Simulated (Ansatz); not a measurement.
Cost and result for the atomization energy of C$_{3}$H$_{5}$ClO (`ClCC1CO1`) (10 atoms, 10 bonds).

Cartesian coordinates in Å:
```
Cl -0.426 1.198 -2.096
C -0.964 0.479 -0.557
C 0.189 0.359 0.387
C 0.965 -0.871 0.464
O -0.007 -0.555 1.452
H -1.742 1.128 -0.155
H -1.388 -0.501 -0.772
H 0.667 1.296 0.666
H 0.709 -1.700 -0.190
H 1.997 -0.833 0.800
```

Charge 0, multiplicity 1. All single points use the PBE0-D4/def2-TZVP geometry. It is one conformer, not always the lowest. Program: Ansatz. All runs use 4 threads of an Arm Neoverse V1 on a shared host. Times are those of one run each, without the atoms' runs, and a repeat can differ threefold. Electronic energies, without spin–orbit coupling; frozen cores. CCSD(T)/CBS adds CCSD(T) − MP2 in def2-TZVPP to the MP2 limit, and its time is that of the two runs behind it. T1 = 0.010. B3LYP takes the VWN-RPA correlation (the form of Gaussian; ORCA's B3LYP/G). HSE06 is the plane-wave form, built on full-range PBE exchange.

CCSD(T)/CBS is a level of theory with its own doubt, some kJ/mol a heavy atom from the limit and from the frozen cores, so smaller differences don't rank the functionals.

```
                            level  functions  wall time  atomization (kJ/mol)  difference from CCSD(T)/CBS  per bond
           LDA (SPW92)/def2-TZVPP        236      1.1 s                4534.0                        656.0      65.6
               BLYP-D4/def2-TZVPP        236      1.9 s                3872.3                         -5.7      -0.6
               PBE0-D4/def2-TZVPP        236      2.5 s                3923.8                         45.8       4.6
              HSE06-D4/def2-TZVPP        236      2.7 s                3927.3                         49.3       4.9
          CAM-B3LYP-D4/def2-TZVPP        236      2.9 s                3887.4                          9.4       0.9
B3LYP-D4/def2-TZVPP (with forces)        236      3.9 s                3867.3                        -10.7      -1.1
                 CCSD(T)/def2-SVP         99      3.9 s                3685.9                       -192.1     -19.2
              PBE-QIDH/def2-TZVPP        236      4.7 s                3880.3                          2.3       0.2
                B97M-V/def2-TZVPP        236      8.5 s                3893.9                         15.9       1.6
 ωB97M-V/def2-TZVPP (with forces)        236      9.5 s                3897.5                         19.5       1.9
                   MP2/def2-QZVPP        448       19 s                3932.1                         54.1       5.4
               CCSD(T)/def2-TZVPP        236      120 s                3776.7                       -101.3     -10.1
                CCSD(T)/CBS(def2)          –    2.3 min                3878.0                          0.0       0.0
```

At CCSD(T), def2-SVP lies −192.1 kJ/mol from the extrapolated value and def2-TZVPP −101.3 kJ/mol: correlation converges slowly with the basis, and small sets miss more of it in the bonded molecule than in its fragments. From r2SCAN to r2SCAN0 (25 % exact exchange), in def2-TZVPP and without D4, the atomization energy moves by −70.8 kJ/mol: exact exchange takes away binding that semilocal exchange gives to molecules. The D4 term adds +29.6 kJ/mol with B3LYP and +15.5 kJ/mol with PBE0; it sums over pairs of atoms, weighted by their polarisabilities, and B3LYP, whose exchange is more repulsive, gets the larger term.
